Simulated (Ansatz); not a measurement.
Basis-set extrapolation for `FC1OC1(F)F` (PBE0-D4/def2-TZVP geometry, frozen core, Ansatz). Multiplicity 1, RHF reference.

```tsv
	def2-TZVPP	def2-QZVPP
HF	-449.641638	-449.661151
MP2 correlation	-1.284865	-1.396445
CCSD(T) correlation	-1.336234	not run
```

Energies in hartree. Use E(X) = E(∞) + A·exp(−7.88·√X) for Hartree–Fock and E(X) = E(∞) + B·X^(−2.97) for correlation, with X = 3 and 4, and add CCSD(T) minus MP2 of the smaller set to the MP2 limit.

Q: What is the CCSD(T) energy at the basis-set limit?

A: HF limit: -449.661151 + (-0.019513) × 0.13774 = -449.66384. MP2 limit: -1.396445 + (-0.111580) × 0.74074 = -1.47910. Higher-order term: -1.336234 − (-1.284865) = -0.05137. Total: -451.19431 hartree, 5.89 eV below CCSD(T)/def2-TZVPP.
